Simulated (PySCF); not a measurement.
**C2H6N: g tensor and hyperfine couplings**

Species: C₂H₆N (doublet state).
Cartesian coordinates in Å at the GFN2-xTB level; atoms count from 1:
```
atom  x, y, z in Å
C1     1.097   -0.120    0.068
C2    -0.220    0.559   -0.023
N3    -1.364   -0.234   -0.179
H4     1.043   -0.966    0.754
H5     1.852    0.576    0.430
H6     1.442   -0.506   -0.901
H7    -0.277    1.527   -0.492
H8    -1.328   -1.094    0.354
H9    -2.231    0.265   -0.037
```

The hyperfine couplings belong to this conformer and change with its torsions.

Identity: `[CH](N)C` [radical].

Theory: UKS B3LYP, pcH-1 on C H N, non-relativistic, mean-field spin-orbit, GIAO in PySCF. The structure is a single GFN2-xTB conformer in the gas phase; no vibrational or solvent corrections. Couplings are sensitive to structure, and on GFN2-xTB geometries they can be far from those on DFT ones. Stability of the SCF solution: not tested.

```json
{
  "g1, g2, g3": "2.00213, 2.00278, 2.00323",
  "g_iso": "2.00271",
  "Form of g": "rhombic: the two nearest values differ by 41 % of g3 − g1",
  "⟨S²⟩": "0.7532 (exact 0.7500)",
  "α and β electrons": "13, 12",
  "HOMO–LUMO gap, α and β orbitals": "5.02, 7.65 eV",
  "Total energy": "-134.53729 Eh"
}
```

Hyperfine couplings atom by atom, in mT; T1 to T3 are the principal values of the dipolar part; ρ(0) is the spin density at the nucleus (MHz turned into mT with g_iso):

```json
{"atom": "C1", "isotope": "13C", "a_iso": "-0.66", "T1": "-0.08", "T2": "-0.05", "T3": "0.13", "Mulliken spin population": "-0.07", "ρ(0) (bohr⁻³)": "-0.0164"}
{"atom": "C2", "isotope": "13C", "a_iso": "4.73", "T1": "-2.57", "T2": "-2.54", "T3": "5.11", "Mulliken spin population": "0.86", "ρ(0) (bohr⁻³)": "0.1179"}
{"atom": "N3", "isotope": "14N", "a_iso": "0.49", "T1": "-0.41", "T2": "-0.39", "T3": "0.80", "Mulliken spin population": "0.15", "ρ(0) (bohr⁻³)": "0.0422"}
{"atom": "H4", "isotope": "1H", "a_iso": "1.05", "T1": "-0.18", "T2": "-0.15", "T3": "0.32", "Mulliken spin population": "0.01", "ρ(0) (bohr⁻³)": "0.0066"}
{"atom": "H5", "isotope": "1H", "a_iso": "0.86", "T1": "-0.20", "T2": "-0.15", "T3": "0.35", "Mulliken spin population": "0.01", "ρ(0) (bohr⁻³)": "0.0054"}
{"atom": "H6", "isotope": "1H", "a_iso": "4.37", "T1": "-0.15", "T2": "-0.11", "T3": "0.26", "Mulliken spin population": "0.07", "ρ(0) (bohr⁻³)": "0.0274"}
{"atom": "H7", "isotope": "1H", "a_iso": "-1.09", "T1": "-1.18", "T2": "-0.05", "T3": "1.23", "Mulliken spin population": "-0.03", "ρ(0) (bohr⁻³)": "-0.0069"}
{"atom": "H8", "isotope": "1H", "a_iso": "0.30", "T1": "-0.46", "T2": "-0.19", "T3": "0.65", "Mulliken spin population": "0.00", "ρ(0) (bohr⁻³)": "0.0019"}
{"atom": "H9", "isotope": "1H", "a_iso": "0.59", "T1": "-0.45", "T2": "-0.23", "T3": "0.68", "Mulliken spin population": "0.00", "ρ(0) (bohr⁻³)": "0.0037"}
```

Largest spin populations (Mulliken): C2 (+0.86), N3 (+0.15), H6 (+0.07) and C1 (-0.07). The positive populations add up to 1.10 and the negative ones to -0.10, together 2S = 1. The angles at C2 add up to 351.8°, so it is slightly pyramidal.

Axes: g2 points within 11° of the C2–N3 bond.

Under fast tumbling the dipolar parts average out, and these isotropic splittings remain: 3 × 1H (H4/H5/H6, I = 1/2, 4 lines) with 2.09 mT, 1 × 1H (H7, I = 1/2, 2 lines) with 1.09 mT, 1 × 14N (N3, I = 1, 3 lines) with 0.49 mT and 2 × 1H (H8/H9, I = 1/2, 3 lines) with 0.44 mT.

Means are taken over nuclei equivalent by connectivity, which assumes that they swap fast. The three 1H nuclei of mean +58.7 MHz run from 24.1 to 122.5 MHz in the frozen geometry. The 1H value of +12.4 MHz is a mean of couplings from 8.3 to 16.6 MHz in this one geometry, not an average over conformers.

The 13C coupling of C2 (132.5 MHz) shows only in satellite lines or after enrichment, since that isotope makes up about 1.07 % of natural carbon.

The spin density at the nucleus, in bohr⁻³, is negative for C1 (-0.0164) and H7 (-0.0069), for instance. A restricted open-shell determinant has no negative spin density anywhere; here it arises because α and β orbitals differ (spin polarisation).

Time: 8.4 s of wall time (grids of density and orbitals included); peak memory 0.45 GiB. Hardware: Arm Neoverse V2, one thread, on a shared host.
